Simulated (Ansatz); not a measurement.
C4H8, SMILES `C1CCC1` (charge 0, multiplicity 1).

Cartesian coordinates (Å):
SMILES: C1CCC1
```xyz
12

C     -0.9694    -0.4651     0.1170
C     -0.3559     0.9009     0.4811
C      0.8775     0.5195    -0.3604
C      0.4479    -0.9553    -0.2376
H     -1.5978    -0.3923    -0.7737
H     -1.5216    -1.0031     0.8890
H     -0.1093     0.9537     1.5441
H     -0.9070     1.8017     0.2069
H      1.8627     0.8011     0.0142
H      0.7811     0.8759    -1.3887
H      0.5659    -1.5997    -1.1101
H      0.9261    -1.4373     0.6183
```
Charge 0, spin multiplicity 1.

Frozen-core energies in 6-31g from Ansatz (a program for electronic structure) at a geometry from PBE0-D3(BJ)/def2-TZVP; the HF reference has <S^2> = 0.00 and the T1 diagnostic is 0.005.

| level | energy (Ha) |
|---|---|
| HF | -156.02971 |
| MP2 | -156.39086 |
| CCSD | -156.43877 |
| CCSD(T) | -156.44851 |

### Question
Estimate the energies of CCSDT and CCSDT(Q), and give each level's difference from CCSDT(Q).

### Answer

| level | energy (Ha) | difference from CCSDT(Q) (mHa) |
|---|---|---|
| MP2 | -156.39086 | 58.88 |
| CCSD | -156.43877 | 10.97 |
| CCSD(T) | -156.44851 | 1.23 |
| CCSDT | -156.44913 | 0.61 |
| CCSDT(Q) | -156.44974 | 0.00 |
